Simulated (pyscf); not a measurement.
PySCF, gas phase, ωB97X-D3(BJ)/def2-SVP geometries.

**Question.** What is the homolytic dissociation enthalpy (298 K, ωB97M-D3(BJ)/def2-TZVP) of the N–Ti bond of `[NH2][Ti]([OH])([OH])[OH]`, to NH₂• + [HO–Ti(OH)–OH]•?

**Answer.** N–Ti to NH₂• + [HO–Ti(OH)–OH]•: 75.9 kcal/mol. The 7 functionals that were run give +72.6 (M06-2X) to +85.4 kcal/mol (PBE). The radicals are drawn with the spin at the cut bond; how far it spreads was not checked. Other isomers of [HO–Ti(OH)–OH]• were not searched in full and may lie lower. Open-shell species with a d-block atom are single-reference here; other states, and whether the spin sits on metal or ligand, were not checked.
